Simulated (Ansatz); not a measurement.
# CH3ClLi: the cost of one run

Method: UHF/def2-SVP, in Ansatz 0.2.0.

### 1 Starting point

Bond lengths: C2–Cl3 1.779 Å, C2–H4 1.118 Å, C2–H5 1.089 Å, C2–H6 1.087 Å. Angles: Cl3–C2–H4 107.6°, Cl3–C2–H5 108.5°, Cl3–C2–H6 108.8°, H4–C2–H5 111.7°, H4–C2–H6 109.6°, H5–C2–H6 110.6°.

Coordinates:

```xyz
6

Li    0.0478   -0.0283   -2.6201
C    -0.1034   -0.0792    0.4451
Cl    0.9358    0.9622    1.4447
H     0.4090   -0.2251   -0.5373
H    -1.0699    0.4094    0.3263
H    -0.2193   -1.0390    0.9413
```

### 2 Preparing the start

input.yaml

```yaml
crystal:
  periodic: [false, false, false]
  atoms:
    - { symbol: Li, position_ang: [0.0478, -0.0283, -2.6201] }
    - { symbol: C, position_ang: [-0.1034, -0.0792, 0.4451] }
    - { symbol: Cl, position_ang: [0.9358, 0.9622, 1.4447] }
    - { symbol: H, position_ang: [0.409, -0.2251, -0.5373] }
    - { symbol: H, position_ang: [-1.0699, 0.4094, 0.3263] }
    - { symbol: H, position_ang: [-0.2193, -1.039, 0.9413] }
total_charge: 1
magnetization:
  spin_polarized: true
basis:
  gaussian: { orbitals: def2-SVP }
hamiltonian:
  xc: hf
relax:
  f_tol: 0.02
  max_steps: 40
output:
  orbitals: {}
```

Run with:

```
> ansatz run input.yaml --threads 1 --pin off --max-ram 2048MiB --backend cpu --events-out ev --progress --plain --runs-dir out
```

**Question.** How long does this run take on 1 thread of an Arm CPU, shared host, and how much memory does it need?

About 15 s, with a peak of 0.11 GiB.
